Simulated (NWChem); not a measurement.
# AlH (SMILES [AlH]): HF/3-21G

What is the vertical ionisation energy of AlH at HF/3-21G? 

Program for the calculation: NWChem 7.3.0.

20 further runs of the same task are left out: 20 set aside as unsound or not needed. Runs told in other sessions of the task aren't counted.

## Step 1: The system as given

AlH: 2 atoms, total charge 0, spin state singlet. SMILES: `[AlH]`. Geometry: relaxed at PBE0-D4/def2-TZVP.

Bond lengths: Al1–H2 1.665 Å.

## Step 2: Energy and gradient at HF/3-21G

run.py

```python
from ase import Atoms
from ase.calculators.nwchem import NWChem

molecule = Atoms('AlH', positions=[
    [-0.000000, 0.000000, -0.025640],
    [0.000000, -0.000000, 1.639110],
])

calc = NWChem(
    label='input',
    theory='scf',
    memory='2200 mb',
    basis='3-21G',
    basispar='spherical bse',
    scf={'nopen': '0', 'rhf': None, 'thresh': '1e-08', 'maxiter': '80'},
)
molecule.calc = calc

forces = molecule.get_forces()
print(f"energy = {molecule.get_potential_energy():.6f} eV")
print("forces (eV/A):")
for s, f in zip(molecule.symbols, forces):
    print(f"{s:2s} {f[0]:10.5f} {f[1]:10.5f} {f[2]:10.5f}")
print("dipole (e A):", molecule.get_dipole_moment().round(4))
```

The run is started by

```
export ASE_NWCHEM_COMMAND="nwchem PREFIX.nwi > PREFIX.nwo"
python run.py
```

Log:

```text
energy = -6561.278250 eV
forces (eV/A):
Al    0.00000   -0.00000   -0.13488
H    -0.00000    0.00000    0.13488
dipole (e A): [-0.      0.      0.1173]
```

The calculator wrote input.nwi:

```
title "input"

permanent_dir input

scratch_dir input

start input

geometry units angstrom nocenter noautosym noautoz
  Al -0.0000000000000000e+00 0.0000000000000000e+00 -2.5640000000000000e-02
  H  0.0000000000000000e+00 -0.0000000000000000e+00 1.6391100000000001e+00
end

memory 2200 mb

basis spherical bse noprint
   * library 3-21G
end

scf
  nopen 0
  rhf
  thresh 1e-08
  maxiter 80
end

task scf gradient
```

input.nwo (excerpt; [...] marks lines left out):

```text
[...]
  functions       =    15
[...]
  wavefunction    = RHF
[...]
         Total SCF energy =   -241.122530243692
      One-electron energy =   -344.091139467959
      Two-electron energy =     98.836274497133
 Nuclear repulsion energy =      4.132334727134
        Time for solution =      0.2s
[...]
                         RHF ENERGY GRADIENTS
    atom               coordinates                        gradient
                 x          y          z           x          y          z
   1 Al      0.000000   0.000000  -0.048453   -0.000000   0.000000   0.002623
   2 H       0.000000   0.000000   3.097469    0.000000  -0.000000  -0.002623
[...]
```

It took 1.9 s on 1 thread of Intel Xeon Platinum 8259CL at 2.50GHz (Skylake/Cascade Lake), shared host; peak memory 0.098 GiB.

## Step 3: The doublet cation: a single-point energy at UHF/3-21G

alh.xyz

```xyz
2
AlH
Al     0.000000     0.000000    -0.025640
H      0.000000     0.000000     1.639110
```

alh.nw

```
start alh
title "AlH"
memory 2200 mb
charge 1

geometry noautosym nocenter noautoz
load alh.xyz
end

basis spherical bse
* library 3-21G
end

scf
doublet
uhf
thresh 1e-08
maxiter 80
end

task scf
```

The run is started by

```
nwchem alh.nw > alh.out
```

Log (excerpt; [...] marks lines left out):

```text
[...]
  functions       =    15
[...]
  wavefunction    = UHF
[...]
         Total SCF energy =   -240.860259360935
      One electron energy =   -339.796395413046
      Two electron energy =     94.803801324977
 Nuclear repulsion energy =      4.132334727134
                       Sz =      0.5000
                 Sz(Sz+1) =      0.7500
                      S^2 =      0.7854
[...]
```

Run time: 0.91 s. Hardware: 1 thread of Intel Xeon Platinum 8259CL at 2.50GHz (Skylake/Cascade Lake), shared host; peak memory 0.1 GiB.

## Step 4: Outcome

At HF/3-21G:

| quantity | value |
| --- | --- |
| singlet AlH: total energy | -241.12253 Eh |
| singlet AlH: dipole moment | 0.56 D |
| singlet AlH: HOMO energy | -7.69 eV |
| singlet AlH: LUMO energy | 0.84 eV |
| singlet AlH: HOMO–LUMO gap | 8.53 eV |
| singlet AlH: largest force on an atom | 0.135 eV/Å |
| doublet cation: total energy | -240.86026 Eh |
| doublet cation: HOMO energy (highest over α and β) | -16.87 eV |
| doublet cation: LUMO energy (lowest over α and β) | -6.64 eV |
| doublet cation: ⟨S²⟩ | 0.785 |
| vertical ionisation energy (to the doublet cation) | 7.137 eV |

In words: Removing an electron at fixed nuclei costs 7.14 eV (689 kJ/mol). The negative HOMO energy of the first species, 7.69 eV, lies 0.55 eV above that difference.
